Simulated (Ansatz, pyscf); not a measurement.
H₂C=C(F)–F → HC≡C–F + HF, an elimination on the singlet surface: C–H, C–F broken, F–H formed. Optimised with ωB97X-D3(BJ)/def2-SVP in PySCF. Wave-function energies: Ansatz (a first-principles code), frozen core, RHF or UHF references. In kcal/mol, from the reactant's lowest minimum found.

Cost: rough CPU time of the saddle's run relative to CCSD(T)/cc-pV(D+d)Z, from one job on a shared machine, with the HF step and its search for lower states.

```tsv
level	barrier	reaction energy	cost
PBE0-D3(BJ)/def2-TZVP	89.95	+55.09	–
r²SCAN/def2-TZVP	87.33	+55.77	–
CCSD(T)/cc-pV(D+d)Z	92.08	+50.23	1
CCSDT(Q)/cc-pV(D+d)Z	91.62	+50.08	200
CCSD(T)/cc-pV(T+d)Z	91.50	+47.83	13
CCSD(T)/cc-pV(Q+d)Z	90.87	+46.87	–
```

In cc-pV(D+d)Z, going from CCSD(T) to CCSDT(Q) shifts the barrier by -0.46 and the reaction energy by -0.15 kcal/mol. With HF in the quadruple-zeta basis and the correlation energy extrapolated as X⁻³ from X = 3, 4, CCSD(T) gives 90.61 and +46.81; adding the double-zeta shift gives ΔE‡ = 90.15 and ΔE = +46.66 kcal/mol, without core correlation, relativity or geometry relaxation at these levels. This is the saddle that the search found; another between the same sides may lie lower.
